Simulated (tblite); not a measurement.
C5H6F (doublet state).
Numbering: `[F:1][C:2]=[C:3]1[CH2:4][CH2:5][CH2:6]1` (hydrogens: H7, H8 on C4; H9, H10 on C5; H11, H12 on C6)

Method: GFN2-xTB as coded in tblite; computed harmonic values from a numerical Hessian at the method's own geometry, unscaled. Against measured fundamentals such values can be off by several per cent, at times by over 20. Open shells enter through the occupations alone, without spin polarisation, and single modes of such species can be off by tens of per cent.

Harmonic wavenumbers (cm⁻¹): 67.3, 153.7, 260.6, 352.1, 472.8, 654.7, 771.3, 782.6, 870.2, 982.9, 1036.4, 1038.8, 1040.4, 1065.8, 1150.3, 1166.1, 1178.1, 1199.6, 1242.6, 1254.5, 1439.7, 1449.6, 1480.7, 1820.0, 2990.7, 2999.8, 3007.4, 3012.1, 3027.2, 3030.2.

A = 10232, B = 2223, C = 1891 MHz; mass 85.045 u (most abundant isotopes); point group Cs, symmetry number 1; spin multiplicity 2.

**Question.** Zero-point energy?

**Answer.** Half the sum of the wavenumbers: 20499 cm⁻¹ = 58.61 kcal/mol.

**Question.** Give the ideal-gas entropy at 200 K and 1 bar in the rigid-rotor, harmonic-oscillator model (classical rotation).

**Answer.** Translation 37.28, rotation 25.23, vibration 7.54, spin (R ln 2) 1.38: S = 71.4 cal/(mol K).

**Question.** And Cp and H(200 K) − H(0)?

**Answer.** Cp = 16.74 cal/(mol K), of which vibrations give 8.79 (their classical limit is 30 R = 59.6); H(200 K) − H(0) = 2.44 kcal/mol without the zero-point energy, 0.85 from vibrations.

**Question.** Which modes carry the vibrational entropy at 200 K?

**Answer.** 67.3 cm⁻¹: 3.45; 153.7 cm⁻¹: 1.89; 260.6 cm⁻¹: 1.01; 352.1 cm⁻¹: 0.60; 472.8 cm⁻¹: 0.30; 654.7 cm⁻¹: 0.10 cal/(mol K); the other 24 give 0.20 together.

**Question.** What must be added to the electronic energy to get the Gibbs energy at 200 K and 1 bar?

**Answer.** ZPE + [H(200 K) − H(0)] − T·S = 58.61 + 2.44 − 14.28 = 46.77 kcal/mol.

**Question.** How do the functions run with temperature in this model?

**Answer.** 
```tsv
T (K)	S (cal/(mol K))	Cp (cal/(mol K))	H − H(0) (kcal/mol)	G − H(0) (kcal/mol)	ln q(vib)
100	61.6	12.3	0.99	-5.17	0.62
300	79.3	22.6	4.39	-19.39	2.76
500	93.8	34.6	10.16	-36.71	5.14
800	112.8	46.1	22.42	-67.78	8.94
1000	123.6	50.9	32.15	-91.44	11.43
```

q(vib) and H(0) count from the zero-point level.

**Question.** Blend soft modes into free rotors: weight 1/[1 + (100 cm⁻¹/ν̃)⁴] for the oscillator and the rest for a rotor with moment μB/(μ + B), μ = h/(8π²ν), B = 10⁻⁴⁴ kg m². What vibrational entropy results?

**Answer.** 7.08 cal/(mol K) in place of 7.54, which changes −T·S at 200 K by +0.09 kcal/mol.

Hindered rotation and anharmonicity are outside this model.
